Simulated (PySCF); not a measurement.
# What builds the first ionisation energy along group 13

Calculated with PySCF 2.14 from differences of total energies of unrestricted determinants, without spin-orbit coupling. Each column adds one step, in eV (sums use unrounded values): valence MP2, valence CCSD, valence triples, then the next inner shell at CCSD(T) (B 1s, Al 2s 2p, Ga 3s 3p 3d, In 4s 4p 4d, Tl 5s 5p 5d). References (NIST) marked * lie between the lowest fine-structure levels; the others compare directly ((s) semi-empirical, (t) theoretical).

```csv
element,UHF,+ MP2,+ CCSD,+ (T),+ inner shell,sum,reference
"B [He] 2s2 2p1 → [He] 2s2 (x2c-TZVPPall with one added diffuse shell each of s, p, d type, spin-free X2C)",8.040,0.220,-0.088,0.036,0.015,8.223,8.297
"Al [Ne] 3s2 3p1 → [Ne] 3s2 (x2c-TZVPPall with one added diffuse shell each of s, p, d type, spin-free X2C)",5.590,0.219,0.093,0.031,-0.022,5.912,5.977
"Ga [Ar] 3d10 4s2 4p1 → [Ar] 3d10 4s2 (x2c-TZVPPall with one added diffuse shell each of s, p, d type, spin-free X2C)",5.519,0.205,0.059,0.023,0.064,5.870,5.931
"In [Kr] 4d10 5s2 5p1 → [Kr] 4d10 5s2 (x2c-TZVPPall with one added diffuse shell each of s, p, d, f type, spin-free X2C)",5.210,0.178,0.052,0.020,0.046,5.507,5.603
"Tl [Xe] 4f14 5d10 6s2 6p1 → [Xe] 4f14 5d10 6s2 (x2c-TZVPPall with one added diffuse shell each of s, p, d, f type, spin-free X2C)",5.000,0.171,0.046,0.014,0.055,5.286,5.464
```

What remains against the references is mostly basis incompleteness.

These are valence bases, so the inner-shell step is incomplete.
